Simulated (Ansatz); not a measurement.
# H7NSi: the cost of one run

All numbers below are computed with Ansatz 0.2.0 (RKS PBE/6-31G*).

## Step 1: Starting point

Bond lengths: Si1–N2 2.170 Å, N2–H3 1.060 Å, N2–H4 1.060 Å, Si1–H5 1.460 Å, Si1–H6 1.459 Å, Si1–H7 1.459 Å. Angles: Si1–N2–H3 120.0°, Si1–N2–H4 120.0°, H3–N2–H4 120.0°, N2–Si1–H5 109.5°, N2–Si1–H6 109.5°, N2–Si1–H7 109.5°, H5–Si1–H6 109.5°, H5–Si1–H7 109.5°, H6–Si1–H7 109.5°.

As a file:

```xyz
9

Si    0.0000    0.0000    0.0000
N     0.0000    0.0000    2.1700
H    -0.8770   -0.2713    2.7000
H     0.8770    0.2713    2.7000
H     1.3768    0.0000   -0.4862
H    -0.6877    1.1914   -0.4862
H    -0.6877   -1.1914   -0.4862
H     0.9186   -1.3949    0.5550
H     0.7292   -1.1073    1.5131
```

## Step 2: A restrained relaxation towards end A

Springs on the bonds that form and break draw the guess towards this end; the thresholds are loose.

File input.yaml:

```yaml
crystal:
  periodic: [false, false, false]
  atoms:
    - { symbol: Si, position_ang: [0.0, 0.0, 0.0] }
    - { symbol: "N", position_ang: [0.0, 0.0, 2.17] }
    - { symbol: H, position_ang: [-0.877, -0.2713, 2.7] }
    - { symbol: H, position_ang: [0.877, 0.2713, 2.7] }
    - { symbol: H, position_ang: [1.3768, 0.0, -0.4862] }
    - { symbol: H, position_ang: [-0.6877, 1.1914, -0.4862] }
    - { symbol: H, position_ang: [-0.6877, -1.1914, -0.4862] }
    - { symbol: H, position_ang: [0.9186, -1.3949, 0.555] }
    - { symbol: H, position_ang: [0.7292, -1.1073, 1.5131] }
basis:
  gaussian: { orbitals: "6-31G*" }
hamiltonian:
  xc: pbe
relax:
  f_tol: 0.15
  max_steps: 25
  restrain:
    - { distance: [0, 7], at: 2.66, k: 30.0 }
    - { distance: [8, 1], at: 2.26, k: 30.0 }
    - { distance: [0, 1], at: 1.82, k: 30.0 }
    - { distance: [8, 7], at: 0.66, k: 30.0 }
output:
  orbitals: {}
```

Started as:

```bash
$ ansatz run input.yaml --threads 1 --pin off --max-ram 2048MiB --backend cpu --events-out ev --progress --plain --runs-dir out
```

What time and memory should one allow on 1 thread of Arm Neoverse V2, shared host?

About 13 s, with a peak of 0.1 GiB.
